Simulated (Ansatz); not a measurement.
Fluorite CdF₂ was calculated with HSE06-D3(BJ) (Ansatz, a program for electronic structure, PAW).

The input as run:

Ansatz 0.2 input:
```yaml
crystal:
  lattice:
    - [0.0, 2.7118572726, 2.7118572726]
    - [2.7118572726, 0.0, 2.7118572726]
    - [2.7118572726, 2.7118572726, 0.0]
  atoms:
    - { symbol: Cd, position: [0.0, 0.0, 0.0] }
    - { symbol: F, position: [0.25, 0.25, 0.25] }
    - { symbol: F, position: [0.75, 0.75, 0.75] }
basis:
  ecutwfc: 460
  ecutrho_ratio: 4
  xc_grid: 2
kpoints:
  mp_grid: { grid: [8, 8, 8] }
hamiltonian:
  xc: hse06
  dispersion: d3bj
  pseudopotentials: { kind: paw }
scf:
  occupations: { method: fermi_dirac, width: 0.01 }
  convergence: { dr2_threshold: 0.0000000003 }
output:
  forces: true
  stress: true
  eigenvalues: true
```

Excerpt of the program's output:

```
WARN output.stress: scf.exx.energy_threshold = 1e-6 eV is looser than the 3e-8 eV advised for a stress under a hybrid functional (1e-8 eV for each atom of the …
Crystal: 3 atoms, lattice volume = 39.887 Å³
Basis set: ecut = 460 eV, 893 PW (Γ), exchange–correlation on 54×54×54 points (8 copies of the dense FFT grid, shifted against one another)
Bands: 21, of which v1, the nominal top of the filled ones, is band 17 counted from 1 (16 counted from 0)
Symmetry: 48 space group operations
Space group: Fm-3m (ITA 225), of the structure as read, at distance tolerance 3.4e-5 Å
k-points: 29 of 512
SCF iter   1: F=—  HF=-9872.710298 eV  |F-HF|=—  |Δ(HF+E_count)|=         —  Δρ=1.62e-3  dr2=3.47e-4
SCF iter   2: F=-9872.710490 eV  HF=-9872.710426 eV  |F-HF|=6.32e-5  |Δ(HF+E_count)|=   1.28e-4  Δρ=5.65e-4  dr2=4.56e-5
Crystal: 3 atoms, lattice volume = 39.887 Å³
Initial density: handed on by an earlier stage of this run
  ...
Crystal: 3 atoms, lattice volume = 39.887 Å³
SCF iter   5: F=—  HF=-9876.140154 eV  |F-HF|=—  |Δ(HF+E_count)|=   1.44e-9  Δρ=1.63e-6  dr2=6.23e-10
SCF iter   6: F=-9876.140154 eV  HF=-9876.140154 eV  |F-HF|=7.28e-12  |Δ(HF+E_count)|=  2.24e-10  Δρ=2.20e-7  dr2=1.08e-11
SCF 3 converged in 6 iterations: F = -9876.140154 eV  dr2 = 1.08e-11
Free energy (F): -9876.140154 eV
Internal energy: -9876.140154 eV  (E = F + TS)
E sigma→0 (E₀):  -9876.140154 eV
Fermi energy:    7.174982 eV
--- Forces (eV/Å), atoms counted from 1 ---
  atom   1  Cd    -0.00000000    -0.00000000    -0.00000000
  atom   2  F     -0.00000000    -0.00000000     0.00000000
  atom   3  F     -0.00000000     0.00000000     0.00000000
--- Stress (GPa, compression-positive) ---
       -2.551449      -0.000000      -0.000000
        0.000000      -2.551449       0.000000
        0.000000      -0.000000      -2.551449
  P = ⅓ Tr σ = -2.5514 GPa (-25.514 kbar)
```

The cell is one volume of an energy–volume scan, off the minimum.

The PAW data were made under PBE.
